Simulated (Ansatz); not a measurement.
Cl₂H₂Si, SMILES Cl[SiH2]Cl, a composite energy at a relaxed geometry

Computed with Ansatz's Python interface.

Input file `cl2h2si.xyz`:
```text
5

Cl   -1.05650   -0.36010    1.58810
Si    0.13660   -0.07990   -0.02700
Cl   -0.84570    1.21510   -1.30520
H     0.39790   -1.37440   -0.70840
H     1.41770    0.52550    0.41110
```

The cells in order, each with its output:

**Cell 1**
```python
import itertools

import ansatz as az
from ase.data import atomic_numbers, covalent_radii
import numpy as np
```

**Cell 2**
```python
cl2h2si = az.Crystal.molecule_from_extxyz("cl2h2si.xyz")
```

**Cell 3**
```python
job = cl2h2si.calculation()
job = job.basis(gaussian="def2-SVP")
job = job.functional("r2scan")
symbols = [site.symbol for site in cl2h2si.cartesian_sites]
start = np.array([site.position_ang for site in cl2h2si.cartesian_sites], dtype=float)
report = job.relax(force_tolerance=0.01, max_steps=100).run().report
end = np.array(report["positions_ang"])
radius = [covalent_radii[atomic_numbers[s]] for s in symbols]
span = lambda where, i, j: np.linalg.norm(where[i] - where[j])
bonded = [(i, j) for i, j in itertools.combinations(range(len(symbols)), 2) if min(span(start, i, j), span(end, i, j)) < 1.2 * (radius[i] + radius[j])]
print("pair        before    after (A)")
for i, j in bonded:
    print(f"{symbols[i]}{i}-{symbols[j]}{j}".ljust(10), f"{span(start, i, j):8.4f} {span(end, i, j):8.4f}")
```
Output:
```text
pair        before    after (A)
Cl0-Si1      2.0274   2.0600
Si1-Cl2      2.0678   2.0600
Si1-H3       1.4860   1.4823
Si1-H4       1.4831   1.4823
```

**Cell 4**
```python
minimum = az.Crystal.molecule()
for symbol, place in zip(symbols, end):
    minimum = minimum.atom(symbol, place.tolist())
at_minimum = minimum.calculation()
level = lambda method, basis: at_minimum.basis(gaussian=basis).correlation(method).run().report
small, large, cluster = level("mp2", "cc-pVDZ"), level("mp2", "cc-pVTZ"), level("ccsd_t", "cc-pVDZ")
corr = lambda each: (each["free_energy_ev"] - each["reference_energy_ev"]) / 27.211386246
mp2_limit = (27 * corr(large) - 8 * corr(small)) / 19
pieces = {"HF / cc-pVTZ": large["reference_energy_ev"] / 27.211386246, "MP2 correlation, DZ-TZ limit": mp2_limit, "CCSD(T) - MP2 / cc-pVDZ": corr(cluster) - corr(small)}
for name, value in pieces.items():
    print(f"{name:32s} {value:14.6f} Ha")
print(f"{'sum':32s} {sum(pieces.values()):14.6f} Ha")
print("T1 diagnostic", round(cluster["correlation"]["coupled_cluster"]["t1_diagnostic"], 4))
```
Output:
```text
HF / cc-pVTZ                       -1209.255396 Ha
MP2 correlation, DZ-TZ limit          -0.552659 Ha
CCSD(T) - MP2 / cc-pVDZ               -0.047179 Ha
sum                                -1209.855234 Ha
T1 diagnostic 0.0086
```

What to keep in mind:
- Total energies depend on the basis set; only differences at equal settings carry meaning.
- The sum leaves out core correlation, relativity, the Hartree-Fock basis error and zero-point energy; a DZ-TZ extrapolation is rough.
- Inner cores stay frozen, so this is valence correlation.
- For Al to Cl the sets with a tight d function, cc-pV(X+d)Z, are usual.
- Run time: 17 s on 1 thread of Arm Neoverse V2, with other jobs on the host, peak memory 0.28 GiB.
